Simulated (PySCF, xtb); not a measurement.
CH₄O, SMILES CO.

Harmonic wavenumbers (cm⁻¹) from GFN2-xTB run with xtb 6.7.1 at its own minimum, in rising order: 374, 1031, 1091, 1140, 1315, 1417, 1485, 1490, 2918, 2938, 3033, 3559.

**Question.** What does B3LYP-D3(BJ)/def2-TZVP (PySCF 2.14.0) give at its own minimum? (The exact figures need the calculation; the answer reports its results.)

**Answer.** 304, 1044, 1081, 1171, 1369, 1482, 1496, 1510, 2991, 3034, 3110, 3813. Paired by order, the mean absolute difference is 65 cm⁻¹ and the zero-point energies are 31.2 and 32.0 kcal/mol.
